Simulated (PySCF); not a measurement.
# What builds the first ionisation energy along the third row

Calculated with PySCF 2.14 from differences of total energies of unrestricted determinants, without spin-orbit coupling. Each column adds one step, in eV (sums use unrounded values): valence MP2, valence CCSD, valence triples, then the next inner shell at CCSD(T) (Mg 2s 2p, Al 2s 2p, Si 2s 2p, P 2s 2p, S 2s 2p, Cl 2s 2p, Ar 2s 2p). References (NIST) marked * lie between the lowest fine-structure levels; the others compare directly ((s) semi-empirical, (t) theoretical).

```json
{"element": "Mg [Ne] 3s2 → [Ne] 3s1 (def2-QZVPPD, non-relativistic)", "UHF": "6.606", "+ MP2": "0.642", "+ CCSD": "0.278", "+ (T)": "0.000", "+ inner shell": "0.085", "sum": "7.610", "reference": "7.646"}
{"element": "Al [Ne] 3s2 3p1 → [Ne] 3s2 (def2-QZVPPD, non-relativistic)", "UHF": "5.609", "+ MP2": "0.243", "+ CCSD": "0.081", "+ (T)": "0.035", "+ inner shell": "-0.022", "sum": "5.946", "reference": "5.977"}
{"element": "Si [Ne] 3s2 3p2 → [Ne] 3s2 3p1 (def2-QZVPPD, non-relativistic)", "UHF": "7.637", "+ MP2": "0.436", "+ CCSD": "0.017", "+ (T)": "0.045", "+ inner shell": "-0.011", "sum": "8.124", "reference": "8.157"}
{"element": "P [Ne] 3s2 3p3 → [Ne] 3s2 3p2 (def2-QZVPPD, non-relativistic)", "UHF": "9.906", "+ MP2": "0.614", "+ CCSD": "-0.076", "+ (T)": "0.053", "+ inner shell": "-0.004", "sum": "10.493", "reference": "10.526"}
{"element": "S [Ne] 3s2 3p4 → [Ne] 3s2 3p3 (def2-QZVPPD, non-relativistic)", "UHF": "9.236", "+ MP2": "0.849", "+ CCSD": "0.113", "+ (T)": "0.044", "+ inner shell": "0.005", "sum": "10.247", "reference": "10.336"}
{"element": "Cl [Ne] 3s2 3p5 → [Ne] 3s2 3p4 (def2-QZVPPD, non-relativistic)", "UHF": "11.764", "+ MP2": "1.083", "+ CCSD": "-0.028", "+ (T)": "0.054", "+ inner shell": "0.006", "sum": "12.879", "reference": "12.974"}
{"element": "Ar [Ar] → [Ne] 3s2 3p5 (def2-QZVPPD, non-relativistic)", "UHF": "14.549", "+ MP2": "1.271", "+ CCSD": "-0.169", "+ (T)": "0.060", "+ inner shell": "0.005", "sum": "15.717", "reference": "15.819"}
```

What remains against the references is mostly basis incompleteness.

These are valence bases, so the inner-shell step is incomplete.
